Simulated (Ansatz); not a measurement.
A run on CH$_{3}$F$_{2}$NO, SMILES `NC(O)(F)F` with other settings.

```yaml
crystal:
  periodic: [false, false, false]
  atoms:
    - {symbol: N, position_ang: [-0.089952, 1.214113, 0.030553]}
    - {symbol: C, position_ang: [0.251789, -0.155157, -0.212659]}
    - {symbol: O, position_ang: [-0.480675, -1.060273, 0.505444]}
    - {symbol: F, position_ang: [0.164085, -0.403169, -1.532567]}
    - {symbol: F, position_ang: [1.512124, -0.377712, 0.048005]}
    - {symbol: H, position_ang: [0.007396, 1.385107, 0.996412]}
    - {symbol: H, position_ang: [-1.044524, 1.354721, -0.242840]}
    - {symbol: H, position_ang: [-0.258678, -1.912278, 0.285169]}
basis:
  gaussian: {orbitals: aug-pcseg-2, final_grid: {core_spheres: 20, valence_spheres: 16, degree: 47}}
total_charge: -1
magnetization: {spin_polarized: false, initial_magnetization: 1}
hamiltonian: {xc: {name: SVWN5}}
output: {forces: true}
```

```sh
$ ansatz run in.yaml --threads 2 --pin off --events-out ev --progress --plain --max-ram 4352MiB
```

Output, abridged:

```
Functional definition: SVWN5
1160 factors; their error is unknown
mean field evaluation 1: about -9982.8860 eV, gradient 6.7e1 eV
mean field evaluation 2: about -9935.2300 eV, gradient 1.4e2 eV
mean field evaluation 4: about -9990.6094 eV, gradient 1.4e1 eV
mean field evaluation 8: about -9990.9823 eV, gradient 2.6e-1 eV
mean field evaluation 16: about -9990.9300 eV, gradient 2.0e-2 eV
mean field evaluation 32: about -9990.9300 eV, gradient 7.3e-6 eV
mean field -9990.92998397 eV, -367.1599048155 hartree, gradient 7.3e-6 eV, S^2 0.750000; 10 other end points of the search recorded, 0 dependent functions left out
reference -9990.93000962 eV, -367.1599057578 hartree; 22, 21 occupied and 277, 278 virtual orbitals, 1160 factors
Total energy: -9990.93000962 eV, -367.1599057578 hartree
Atom 0 at    -0.089952     1.214113     0.030553 Å, force     1.014714    -1.731235    -1.626762 eV/Å
Atom 1 at     0.251789    -0.155157    -0.212659 Å, force    -1.376859     0.524208     0.279431 eV/Å
Atom 2 at    -0.480675    -1.060273     0.505444 Å, force    -1.629655     4.552148     0.913142 eV/Å
Atom 3 at     0.164085    -0.403169    -1.532567 Å, force    -0.720162    -0.082117    -0.908572 eV/Å
Atom 4 at     1.512124    -0.377712     0.048005 Å, force     2.443175     0.111046     0.816395 eV/Å
Atom 5 at     0.007396     1.385107     0.996412 Å, force     0.101764     0.485204     1.877597 eV/Å
Atom 6 at    -1.044524     1.354721    -0.242840 Å, force    -1.012838     0.257440    -0.226901 eV/Å
Atom 7 at    -0.258678    -1.912278     0.285169 Å, force     1.179860    -4.116695    -1.124331 eV/Å
Dipole moment:     0.689513     0.061493    -0.570930 e Å
```

Run time 26 s (2 threads of an Arm Neoverse V1 on a shared host); peak host memory 1.2 GiB.
